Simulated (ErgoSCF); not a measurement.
# NOF (nitrosyl fluoride): levels of theory compared

Wanted: a comparison of 6 runs (HF/3-21G, HF/def2-SVP, HF/6-31+G*, B3LYP/6-31G*, PBE/pcseg-1, PBE0/def2-SVP) of NOF (nitrosyl fluoride). 

Program for the calculation: ErgoSCF 3.8.

3 further runs of the same task are left out: 3 set aside as unsound or not needed.

### 1 The system as given

NOF has 3 atoms, charge 0, and is taken as a singlet. As SMILES, `O=NF`. Geometry: relaxed at GFN2-xTB.

Bond lengths: O1–N2 1.139 Å, N2–F3 1.492 Å. Angles: O1–N2–F3 111.3°.

### 2 A single-point energy at HF/3-21G (run 1)

ergo.in reads:

```
set_nthreads(1)
molecule_inline Angstrom
O  0.881240 0.243070 0.511850
N  0.147270 -0.481640 0.029090
F  -1.028520 0.238580 -0.540950
EOF
scf.max_number_of_iterations = 120
scf.use_diagonalization = 1
scf.output_mulliken_pop = 1
basis = "3-21G"
tmpdir = "."
run "HF"
```

The basis set 3-21G is read from a file made from the Basis Set Exchange's data (not shown).

On the command line:

```bash
$ ergo ergo.in
```

Output:

```text
[...]
INSC SCF_general constructor, number of basis functions: 27
[...]
INSC Energy   1 =       -153.37189754414
[...]
INDE E_LUMO =          0.06119136586
[...]
INSC Energy  19 =       -227.33340310666  ( diff     -0.000000000000966 )
[...]
RESC CONVERGED after  19 iterations.
RESC FINAL ENERGY:       -227.33340310666
[...]
INSC SCF: dipole_moment_x [atomic units] =       0.36716682
INSC SCF: dipole_moment_y [atomic units] =      -0.25161499
INSC SCF: dipole_moment_z [atomic units] =       0.17512089
[...]
```

Wall time 1.3 s (1 thread of Intel Xeon Platinum 8488C (Sapphire Rapids), shared host); peak memory 0.27 GiB.

### 3 A single-point energy at HF/def2-SVP (run 2)

run.inp reads:

```
set_nthreads("env")
scf.output_mulliken_pop = 1
basis = "def2-SVP"
tmpdir = "."
scf.max_number_of_iterations = 120
scf.use_diagonalization = 1
molecule_inline
O    1.66530225   0.45933573   0.96725632
N    0.27829997  -0.91016769   0.05497213
F   -1.94362111   0.45085086  -1.02224735
EOF
run "HF"
```

The basis set def2-SVP is read from a file made from the Basis Set Exchange's data (not shown).

On the command line:

```bash
$ ergo run.inp
```

Output:

```text
[...]
INSC SCF_general constructor, number of basis functions: 42
[...]
INSC Energy   1 =       -106.52810369330
[...]
INDE E_LUMO =          0.05427466424
[...]
INSC Energy  20 =       -228.42380842535  ( diff     -0.000000000001137 )
[...]
RESC CONVERGED after  20 iterations.
RESC FINAL ENERGY:       -228.42380842535
[...]
INSC SCF: dipole_moment_x [atomic units] =       0.49317712
INSC SCF: dipole_moment_y [atomic units] =      -0.26965121
INSC SCF: dipole_moment_z [atomic units] =       0.24260561
[...]
```

Run time: 5.7 s. Hardware: 1 thread of Intel Xeon Platinum 8488C (Sapphire Rapids), shared host; peak memory 0.27 GiB.

### 4 The energy at HF/6-31+G(d) (spherical functions) (run 3)

job.ego reads:

```
set_nthreads(1)
scf.max_number_of_iterations = 120
tmpdir = "."
charge = 0
scf.use_diagonalization = 1
spin_polarization = 0
basis = "6-31+G*"
scf.output_mulliken_pop = 1
molecule_inline
O  1.66530225 0.45933573 0.96725632
N  0.27829997 -0.91016769 0.05497213
F  -1.94362111 0.45085086 -1.02224735
EOF
run "HF"
```

The basis set 6-31+G* is read from a file made from the Basis Set Exchange's data (not shown).

On the command line:

```bash
$ ergo < job.ego
```

Output:

```text
[...]
INSC SCF_general constructor, number of basis functions: 54
[...]
INSC Energy   1 =        -99.35586422502
[...]
INDE E_LUMO =          0.04391638078
[...]
INSC Energy  20 =       -228.62345483942  ( diff     -0.000000000002387 )
[...]
RESC CONVERGED after  20 iterations.
RESC FINAL ENERGY:       -228.62345483942
[...]
INSC SCF: dipole_moment_x [atomic units] =       0.54246940
INSC SCF: dipole_moment_y [atomic units] =      -0.28613645
INSC SCF: dipole_moment_z [atomic units] =       0.26798485
[...]
```

Run time: 11 s. Hardware: 1 thread of Intel Xeon Platinum 8488C (Sapphire Rapids), shared host; peak memory 0.27 GiB.

Runs 4 to 5 aren't shown in full; the table further down has their settings and results.

### 5 A single-point energy at PBE0/def2-SVP (run 6)

run.inp reads:

```
set_nthreads("env")
XC.sparse_mode = 0
basis = "def2-SVP"
scf.use_diagonalization = 1
scf.output_mulliken_pop = 1
tmpdir = "."
XC.radint = 1e-11
spin_polarization = 0
XC.angint = 41
scf.max_number_of_iterations = 120
molecule_inline
O  1.66530225 0.45933573 0.96725632
N  0.27829997 -0.91016769 0.05497213
F  -1.94362111 0.45085086 -1.02224735
EOF
run "PBE0"
```

The basis set def2-SVP is read from a file made from the Basis Set Exchange's data (not shown).

On the command line:

```bash
$ ergo run.inp
```

Output:

```text
[...]
INDF Weighted mixed functional:
[...]
INSC Energy   1 =       -112.55298343193
[...]
INDE E_LUMO =         -0.11962526257
[...]
INSC Energy  23 =       -229.29517390376  ( diff     -0.000000000002615 )
[...]
RESC CONVERGED after  23 iterations.
RESC FINAL ENERGY:       -229.29517390376
[...]
INSC SCF: dipole_moment_x [atomic units] =       0.41598084
INSC SCF: dipole_moment_y [atomic units] =      -0.13686838
INSC SCF: dipole_moment_z [atomic units] =       0.21442046
[...]
```

Run time: 9.6 s. Hardware: 1 thread of Intel Xeon Platinum 8488C (Sapphire Rapids), shared host; peak memory 0.27 GiB.

### 6 Overview of the runs

```tsv
run	level	integration grid	radint	energy (Eh)	dipole moment (D)	wall time
1	HF/3-21G	–	–	-227.333403	1.22	1.3 s
2	HF/def2-SVP	–	–	-228.423808	1.56	5.7 s
3	HF/6-31+G* (spherical functions)	–	–	-228.623455	1.70	11 s
4	B3LYP/6-31G* (spherical functions)	Turbo	1e-11	-229.698082	1.10	16 s
5	PBE/pcseg-1	Turbo	1e-11	-229.464029	1.20	9.9 s
6	PBE0/def2-SVP	Turbo	1e-11	-229.295174	1.24	9.6 s
```

### 7 Outcome

| quantity | value |
| --- | --- |
| run 6: total energy | -229.29517 Eh |
| run 6: dipole moment | 1.24 D |

In words: The dipole moment (its size) runs from 1.10 D (B3LYP/6-31G*) to 1.70 D (HF/6-31+G*). The two ends differ in method and basis. Totals of different functionals can't be ranked against each other. All runs together took 54 s, the longest 16 s.
